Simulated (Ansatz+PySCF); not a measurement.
Values are calculated unless marked as measured or tabulated.
Input for PySCF 2.14.0:

```python
from pyscf import gto, scf, cc

mol = gto.M(atom="""
P 0.000000 0.000000 0.000000
O 0.000000 0.000000 1.700000
""", basis='sto-3g', charge=0, spin=1)
mf = scf.UHF(mol)
mf.kernel()
mycc = cc.CCSD(mf, frozen=6).run()
et = mycc.ccsd_t()
print(mf.e_tot, mycc.e_corr, et, mycc.e_tot + et)
```

The script is written out from the run's settings.

Results

| Item | Value |
| --- | --- |
| Converged | yes |
| Reference energy | -410.62795 hartree |
| CCSD correlation energy | -0.15553 hartree |
| Triples correction | -0.01922 hartree |
| Total energy | -410.80270 hartree |
| Spin squared of the determinant | 0.751 |

The reference isn't the lowest determinant (another lies 2.44 eV lower), but the same method gives a higher total on the lower determinant. Caution: large share of triples, a single reference is doubtful.
